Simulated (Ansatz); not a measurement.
Born–Oppenheimer molecular dynamics of ClFH₂Si (5 atoms, charge 0, multiplicity 1). It starts at the highest image of a converged band. Of that band: Neighbouring images differ by up to 1.2 eV, so the band resolves the path poorly. A vibrational analysis at the climbing image gives one clearly imaginary mode, 447i cm⁻¹: a first-order saddle point.

Level of theory: Ansatz 0.2.0, RKS BLYP-D4/def2-SVP.

```json
{
 "ensemble": "NVE (velocity Verlet)",
 "time step": "0.5 fs",
 "steps asked": "200",
 "starting velocities drawn for": "100 K",
 "seed": "11670"
}
```

First frame:

```xyz
5
Properties=species:S:1:pos:R:3
Si 0.164 0.013 -0.539
Cl 1.329 0.094 1.885
H 1.598 -0.079 0.392
H -0.781 1.167 -0.227
F -0.819 -1.302 -0.457
```

Task: How far do the bonds stretch over the last three quarters of this one trajectory? (Pairs bonded in most of those frames.)

Result: 
```tsv
bond	mean (Å)	spread (Å)	shortest	longest
Si1–H4	1.556	0.036	1.49	1.62
Si1–F5	1.658	0.004	1.65	1.67
Cl2–H3	1.319	0.020	1.29	1.37
```

Mean temperature of the second half: 295 K. The conserved energy stayed within 0.035 meV per atom of its start (net change 0.028 meV per atom), so the integration is sound. The kinetic energy rose, since the run started high on the potential surface and went downhill. It ends in pieces (ClH + FHSi), so much of that is their flight and rotation, not heat. A run of 0.1 ps of so small a system gives no equilibrium averages. The orbitals stay closed-shell, which can raise the energy where a bond breaks towards radicals; this wasn't checked here.

Time of the run: 3.2 min on 1 thread of Arm Neoverse V2, on a shared host, peak memory 0.096 GiB.
